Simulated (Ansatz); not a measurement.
Input for Ansatz (development build ahead of 0.2.0):

```yaml
crystal:
  periodic: [false, false, false]
  atoms:
    - { symbol: O, position_ang: [0.0, 0.0, -0.65172] }
    - { symbol: F, position_ang: [0.0, 0.0, 0.65172] }
basis:
  gaussian: { orbitals: def2-SVP }
total_charge: 1
magnetization:
  initial_magnetization: 2
hamiltonian:
  xc: hf
correlation:
  method: mp2
  frozen_orbitals: { F: 1, O: 1 }
```

The input is written out in the form of the current development build from the run's settings. Correlation on restricted open-shell orbitals is semicanonical, with singles.

The run gave:

```json
{"Converged": "yes", "Reference energy": "-173.51086 hartree", "Correlation energy": "-0.32832 hartree", "Total energy": "-173.83918 hartree", "Spin squared of the determinant": "2.000", "Stability test": "minimum among restricted orbitals", "Occupied orbitals by symmetry in an Abelian subgroup (alpha; beta)": "5 A1 2 B1 2 B2; 5 A1 1 B1 1 B2"}
```

Messages of the program:
```
mean field -4721.47089624 eV, -173.5108551090 hartree, gradient 6.8e-6 eV, S^2 2.000000; 0 other ends of a descent, 0 dependent functions left out
```
